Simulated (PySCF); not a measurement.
Gas-phase reaction: 2 H3SiSiCl3 = 3 SiH2 + 2 Cl2 + SiCl2

Computed with PySCF (xtb for GFN2) and rigid-rotor harmonic-oscillator thermochemistry at 1 bar. † marks an energy on the PBE0/def2-TZVP geometry and frequencies; other levels use their own. MP2 freezes the core. 6-31G* has spherical d functions here. All species are closed-shell singlets. B3LYP is the form with VWN-RPA correlation. H3SiSiCl3: computed as isolated molecules; such fragments, hydroxides, amides, oligomers or adducts are transient or little studied in the gas. MP2 isn't extrapolated to the basis-set limit; its ΔH°(298 K) is 1600.4 kJ in def2-SVP and 1625.8 kJ in def2-TZVPP. The harmonic model lacks anharmonicity and excited electronic states, which grow with temperature; levels with a mode under 35 cm⁻¹ are left out. Internal rotation in H3SiSiCl3 is treated as a harmonic vibration of one conformer, which makes the entropy rough.

```json
[
 {"level": "B3LYP/6-31G*", "ΔE electronic, kJ": "1494", "ΔH°(298 K), kJ": "1450", "ΔS°(298 K), J/K": "603", "ΔG°(2000 K), kJ": "322"},
 {"level": "GFN2-xTB", "ΔE electronic, kJ": "1252", "ΔH°(298 K), kJ": "1215", "ΔS°(298 K), J/K": "558", "ΔG°(2000 K), kJ": "189"},
 {"level": "HF/6-31G*", "ΔE electronic, kJ": "1531", "ΔH°(298 K), kJ": "1485", "ΔS°(298 K), J/K": "610", "ΔG°(2000 K), kJ": "337"},
 {"level": "HF/def2-TZVP†", "ΔE electronic, kJ": "1535", "ΔH°(298 K), kJ": "1493", "ΔS°(298 K), J/K": "597", "ΔG°(2000 K), kJ": "378"},
 {"level": "M06-2X/def2-TZVP†", "ΔE electronic, kJ": "1567", "ΔH°(298 K), kJ": "1525", "ΔS°(298 K), J/K": "597", "ΔG°(2000 K), kJ": "411"},
 {"level": "MP2/def2-TZVPP†", "ΔE electronic, kJ": "1668", "ΔH°(298 K), kJ": "1626", "ΔS°(298 K), J/K": "597", "ΔG°(2000 K), kJ": "511"},
 {"level": "PBE0/def2-TZVP", "ΔE electronic, kJ": "1603", "ΔH°(298 K), kJ": "1561", "ΔS°(298 K), J/K": "597", "ΔG°(2000 K), kJ": "446"},
 {"level": "ωB97X-V/def2-TZVP†", "ΔE electronic, kJ": "1629", "ΔH°(298 K), kJ": "1587", "ΔS°(298 K), J/K": "597", "ΔG°(2000 K), kJ": "473"}
]
```
ΔH° is lowest at GFN2-xTB and highest at MP2/def2-TZVPP†. No reference value is set beside these.
